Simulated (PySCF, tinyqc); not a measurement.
Inside a calculation (part 2 of 2). Method: RKS/BP86 in the sto-3g basis, for BH, spin multiplicity 1. The lowest restricted solution is unstable here: a spin-polarised one lies 0.0006 hartree lower (PySCF). Computed by tinyqc, a small Python program that keeps every step (integrals from PySCF). Command: `OMP_NUM_THREADS=1 python tinyqc.py 25236 25237 out.jsonl` (the two numbers bound the seeds that draw the settings). One thread of a shared host (Intel(R) Xeon(R) Processor @ 2.60GHz), about 0.5 s of CPU time with the checks.

Geometry (angstrom):
```
atom         x         y         z
B     0.000000  0.000000  0.000000
H     0.000000  0.000000  1.411000
```

## Convergence

Stop when the energy changes by less than 1e-08 hartree and every element of the error matrix X^T (F D S - S D F) X is below 3e-05.

Course of the cycle:
```
iteration   E (hartree)     change  largest element of the error matrix
1           -7.76334383          -                             1.06e-01
2          -13.63323403  -5.87e+00                             1.79e-01
3          -17.35917728  -3.73e+00                             1.23e-01
4          -19.74161095  -2.38e+00                             1.51e-01
5          -21.32551568  -1.58e+00                             1.75e-01
6          -22.38346440  -1.06e+00                             2.14e-01
7          -23.11523061  -7.32e-01                             2.33e-01
8          -23.65349075  -5.38e-01                             1.12e-01
9          -24.01272500  -3.59e-01                             1.09e-01
10         -24.23674558  -2.24e-01                             1.94e-01
11         -24.43684471  -2.00e-01                             1.54e-01
12         -24.57414179  -1.37e-01                             8.41e-02
13         -24.66818785  -9.40e-02                             4.33e-02
14         -24.73537162  -6.72e-02                             3.16e-02
...                 ...        ...                                  ...
46         -24.89141500  -7.36e-07                             3.69e-07
47         -24.89141551  -5.15e-07                             2.58e-07
48         -24.89141587  -3.61e-07                             1.81e-07
49         -24.89141612  -2.52e-07                             1.27e-07
50         -24.89141630  -1.77e-07                             8.86e-08
51         -24.89141642  -1.24e-07                             6.20e-08
52         -24.89141651  -8.66e-08                             4.34e-08
53         -24.89141657  -6.06e-08                             3.04e-08
54         -24.89141661  -4.24e-08                             2.13e-08
55         -24.89141664  -2.97e-08                             1.49e-08
56         -24.89141666  -2.08e-08                             1.04e-08
57         -24.89141668  -1.46e-08                             7.30e-09
58         -24.89141669  -1.02e-08                             5.11e-09
59         -24.89141670  -7.13e-09                             3.58e-09
```

PySCF RKS in the same basis, fine grid = -24.90232096 hartree

Converged in 59 iterations. The coarse grid moves the energy by +1.09e-02 hartree.

## Populations, bond orders and dipole

D after iteration 59:
```
            1B 1s      1B 2s    1B 2px    1B 2py     1B 2pz      2H 1s
1B 1s    2.144235  -0.539637  0.000000  0.000000   0.130836  -0.036749
1B 2s   -0.539637   2.060784  0.000000  0.000000  -0.511001  -0.080294
1B 2px   0.000000   0.000000  0.000000  0.000000   0.000000   0.000000
1B 2py   0.000000   0.000000  0.000000  0.000000   0.000000   0.000000
1B 2pz   0.130836  -0.511001  0.000000  0.000000   0.705984   0.721304
2H 1s   -0.036749  -0.080294  0.000000  0.000000   0.721304   0.853854
```

overlap S:
```
           1B 1s     1B 2s    1B 2px    1B 2py    1B 2pz     2H 1s
1B 1s   1.000000  0.269328  0.000000  0.000000  0.000000  0.040388
1B 2s   0.269328  1.000000  0.000000  0.000000  0.000000  0.368534
1B 2px  0.000000  0.000000  1.000000  0.000000  0.000000  0.000000
1B 2py  0.000000  0.000000  0.000000  1.000000  0.000000  0.000000
1B 2pz  0.000000  0.000000  0.000000  0.000000  1.000000  0.407575
2H 1s   0.040388  0.368534  0.000000  0.000000  0.407575  1.000000
```

Mulliken: Z minus the diagonal of D S on the atom; Loewdin: the same with S^(1/2) D S^(1/2); Mayer order: 2 sum_s sum (D(s) S)_ij (D(s) S)_ji over the two atoms.

Charges (e):
```
atom   Mulliken    Loewdin
1B     0.116765   0.112923
2H    -0.116765  -0.112923
```

Mayer bond orders:
```
pair     order
2-1   0.986366
```

dipole moment about the origin, x y z (debye): 0.000000  0.000000  0.488396
